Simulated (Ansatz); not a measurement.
A made-up structure of CH₃OSi, doublet:

```json
{"atom": "O1", "x (Å)": "-1.0025", "y (Å)": "-0.4872", "z (Å)": "-0.1093"}
{"atom": "C2", "x (Å)": "1.3419", "y (Å)": "0.7759", "z (Å)": "0.8566"}
{"atom": "Si3", "x (Å)": "0.1691", "y (Å)": "0.0873", "z (Å)": "-0.3936"}
{"atom": "H4", "x (Å)": "-1.5061", "y (Å)": "-0.6707", "z (Å)": "-0.9120"}
{"atom": "H5", "x (Å)": "0.4078", "y (Å)": "0.2454", "z (Å)": "-1.7844"}
{"atom": "H6", "x (Å)": "0.8571", "y (Å)": "0.2960", "z (Å)": "1.6680"}
```

It is relaxed with PBE-D4/def2-SVP and then PBE0-D4/def2-TZVP (Ansatz 0.2.0). Atoms count as bonded within 1.22 times the sum of their covalent radii (H–H: 0.88 Å). The end point is not checked to be a true minimum.

(1) Does its bonding change? (Judge from chemistry; the calculation decides.)

Results:

(1) By the calculation: No: no bond forms or breaks.

Where it ends: The first stage lowers the energy by 4.25 eV in 11 steps. It ends as CH₃OSi ([CH][SiH][OH]):
```csv
atom,x (Å),y (Å),z (Å)
O1,-1.3418,-0.5830,-0.3125
C2,1.0442,0.4709,0.9900
Si3,0.1461,0.0891,-0.3476
H4,-1.7621,-0.7454,-1.1592
H5,0.5961,0.3208,-1.7329
H6,1.5848,0.6943,1.8874
```

Labels in which every atom is bracketed show which atoms are joined, not bond orders.

For scale, one of the runs: PBE0-D4/def2-TZVP relaxation, 117 basis functions, launched by `ansatz run in.yaml --threads 2 --pin off --events-out ev --progress --plain --max-ram 4352MiB`. Hardware: 2 CPU threads of an AMD EPYC 9R45, shared host. Wall time about 9.5 s.
